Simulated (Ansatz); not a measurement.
Consider the substitution at a C–C bond: `C/C=C/CF` + H–F → `C/C=C\F` + fluoromethane.

Program: Ansatz. Geometries: PBE0-D4/def2-TZVP. ΔE: electronic, gas phase. CCSD(T)/CBS adds triple-zeta CCSD(T) − MP2 to the extrapolated MP2 energy (def2 sets, frozen cores). This one scheme is used for every species. Double bonds are as drawn, so ΔE can hold a change between cis and trans. Functionals use def2-TZVPP. B3LYP here is the variant with VWN-RPA as its local correlation; programs differ in this. Each species was taken in one conformer, which may not be the lowest.

```
             level  ΔE (kcal/mol)  difference from CCSD(T)/CBS
            PBE-D4            9.9                         -3.3
         r2SCAN-D4            9.8                         -3.4
           PBE0-D4           11.2                         -2.0
          B3LYP-D4            9.5                         -3.7
           ωB97X-V            9.8                         -3.4
           ωB97M-V           10.5                         -2.7
            B2PLYP           10.1                         -3.1
               PBE            9.0                         -4.2
            r2SCAN            9.6                         -3.6
              PBE0           10.4                         -2.8
             B3LYP            8.1                         -5.1
     HF/def2-TZVPP            8.2                         -5.0
    MP2/def2-TZVPP           14.3                          1.1
SCS-MP2/def2-TZVPP           12.3                         -0.9
   CCSD/def2-TZVPP           12.0                         -1.2
CCSD(T)/def2-TZVPP           12.3                         -0.9
     HF/def2-QZVPP            8.1                         -5.1
    MP2/def2-QZVPP           14.8                          1.6
SCS-MP2/def2-QZVPP           12.8                         -0.4
      HF/CBS(def2)            8.1                         -5.1
     MP2/CBS(def2)           15.2                          2.0
    CCSD/CBS(def2)           12.9                         -0.3
       CCSD(T)/CBS           13.2                            0
```

Largest T1 diagnostic among the species: 0.011.

In def2-TZVPP, CCSD(T) changes the Hartree–Fock value by +4.1 kcal/mol (the triples alone add +0.3 kcal/mol) and MP2 by +6.1 kcal/mol. From PBE to PBE0 (25 % exact exchange), in def2-TZVPP and without D4, ΔE moves by +1.4 kcal/mol. The D4 term adds +1.4 kcal/mol with B3LYP and +0.8 kcal/mol with PBE0; it sums over pairs of atoms, weighted by their polarisabilities, and B3LYP, whose exchange is more repulsive, gets the larger term.
